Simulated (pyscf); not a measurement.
PySCF, gas phase, ωB97X-D3(BJ)/def2-SVP geometries.

SMILES: [NH2][GeH]([NH2])[NH2]
```xyz
11

N     -1.5262     0.0247    -2.4871
Ge    -0.2463     0.3752    -1.2245
N     -0.5379     2.1251    -0.8067
N      1.5297     0.3387    -1.6718
H     -1.5057     0.6141    -3.3153
H     -1.6377    -0.9467    -2.7633
H     -0.4242    -0.7058    -0.1394
H     -1.4935     2.3649    -0.5586
H      0.1085     2.5302    -0.1357
H      1.8078     0.9489    -2.4361
H      1.9459    -0.5792    -1.8010
```
Charge 0, spin multiplicity 1.

### Question
What is the homolytic dissociation enthalpy (298 K, ωB97M-D3(BJ)/def2-TZVP) of the Ge–H bond of `[NH2][GeH]([NH2])[NH2]`, to H₂N–Ge•(NH₂)–NH₂ + H•?

### Answer
Ge–H to H₂N–Ge•(NH₂)–NH₂ + H•: 82.0 kcal/mol. The 7 functionals that were run give +74.4 (PBE) to +83.2 kcal/mol (ωB97X-D3(BJ)/def2-TZVP). Other isomers of H₂N–Ge•(NH₂)–NH₂ were not searched in full and may lie lower. Elements up to Kr have no core potential and no relativistic terms here.
